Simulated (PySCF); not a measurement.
## How methods differ on the electron affinity of S

S⁻ [Ne] 3s2 3p5 (2P) → S [Ne] 3s2 3p4 (3P), as a difference of total energies. Computed with PySCF 2.14 in aug-cc-pwCVTZ (8s7p5d3f, 75 functions), with the non-relativistic Hamiltonian (point nucleus). Correlated levels: valence: [Ne] frozen; valence and next inner shell: 1s2 frozen; nothing frozen. The calculations carry no spin-orbit coupling.

| method | electron affinity (eV) |
| --- | --- |
| UHF | 0.887 |
| LDA | 2.395 |
| PBE | 2.165 |
| PBE0 | 2.066 |
| r2SCAN | 2.119 |
| BHandHLYP | 1.949 |
| MN15 | 2.122 |
| M06-2X | 2.102 |
| B3LYP | 2.204 |
| MP2 (valence) | 1.937 |
| SCS-MP2 (valence) | 1.934 |
| MP2 (valence and next inner shell) | 1.939 |
| SCS-MP2 (valence and next inner shell) | 1.935 |
| MP2 (all electrons) | 1.940 |
| SCS-MP2 (all electrons) | 1.935 |

How much does correlation contribute at MP2 (all electrons)?

1.940 − (0.887) = 1.053 eV, measured against UHF.

Errors of the correlated levels include the incompleteness of this basis and the frozen core.

In the anion the highest occupied orbital energy is positive at LDA, PBE, PBE0, r2SCAN, B3LYP, a self-interaction effect; the basis confines that electron, and the energy difference can still be sensible.

For comparison: 2.077 eV (measured; photodetachment measurements, as compiled on the Wikipedia data page of electron affinities).
